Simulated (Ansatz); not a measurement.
C$_{3}$H$_{7}$FO$_{2}$, SMILES `CCC(O)(O)F`, relaxed with RKS PBE0-D4/def2-TZVP in the Gaussian-basis code of Ansatz from a PBE-D4/def2-SVP geometry. The force threshold is 0.005 eV/Å; the program also tests the step.

Charge 0, multiplicity 1.

Start:

```xyz
13

C     0.623   -1.501    0.331
C     0.778   -0.020   -0.001
C    -0.540    0.647   -0.392
O    -1.546    0.543    0.580
O    -0.282    1.964   -0.732
F    -1.083   -0.018   -1.481
H    -0.100   -1.646    1.159
H     1.591   -1.947    0.630
H     0.239   -2.059   -0.545
H     1.484    0.134   -0.843
H     1.196    0.547    0.858
H    -1.208    0.991    1.377
H    -1.151    2.364   -0.940
```

(1) By how much does the energy fall, and how many steps does the optimiser take? (Estimate.)

(2) Which bonds change most? (Estimate.)

(3) Give the relaxed structure. (An estimate is asked.)

## Answers

(1) The calculation gave: 1.16 kcal/mol, in 5 steps.

(2) The calculation gave: C2–H11 from 1.111 to 1.094 Å; C2–H10 from 1.109 to 1.092 Å; C1–H7 from 1.108 to 1.091 Å; C1–H9 from 1.107 to 1.091 Å.

(3) The calculation gave: 
```xyz
13

C     0.618   -1.494    0.328
C     0.770   -0.021   -0.001
C    -0.537    0.640   -0.387
O    -1.535    0.545    0.576
O    -0.281    1.947   -0.727
F    -1.078   -0.008   -1.467
H    -0.079   -1.646    1.154
H     1.582   -1.920    0.613
H     0.242   -2.049   -0.532
H     1.462    0.128   -0.833
H     1.178    0.533    0.850
H    -1.216    0.989    1.367
H    -1.127    2.357   -0.943
```
